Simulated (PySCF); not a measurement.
A structure optimised at B3LYP-D3(BJ)/def2-TZVP, used in a PySCF frequency run:

```
C
H 1 1.0912
H 1 1.0912 2 107.19
H 1 1.0988 2 107.88 3 -115.94
N 1 1.4624 2 109.21 3 118.20
H 5 1.0129 1 110.74 2 62.33
H 5 1.0129 6 106.89 1 -120.72
```

Problem. Write its SMILES, formula and point group.

Solution. CN, CH5N, Cs

Problem. What are its rotational constants (standard atomic weights)?

Solution. 103.97, 22.786, 21.880 GHz
